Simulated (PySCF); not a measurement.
BCl3, SMILES `ClB(Cl)Cl`, neutral singlet in the gas phase. 

Cartesian coordinates (Å):
```xyz
4

Cl    -0.8625     1.5171     0.0001
B      0.0000     0.0000    -0.0001
Cl    -0.8826    -1.5056    -0.0002
Cl     1.7451    -0.0115     0.0002
```
Charge 0, multiplicity 1.

All levels are single points at this geometry (B3LYP-D3(BJ)/def2-TZVP); Pople sets use spherical d functions. Orbital energies aren't observables, and empty levels follow the basis.

SVWN5/6-31G* in PySCF gives gap (eV) = 4.94.

Estimate the gap (eV) from each of these levels: B3LYP-D3(BJ)/def2-TZVP in PySCF; PBE-D3(BJ)/def2-TZVP in PySCF; B3LYP/6-311+G** in PySCF; BP86/6-31G* in PySCF; HF/6-31G* in PySCF.


```tsv
level	gap (eV)
B3LYP-D3(BJ)/def2-TZVP in PySCF	6.91
PBE-D3(BJ)/def2-TZVP in PySCF	5.02
B3LYP/6-311+G** in PySCF	6.91
BP86/6-31G* in PySCF	5.08
HF/6-31G* in PySCF	14.59
```
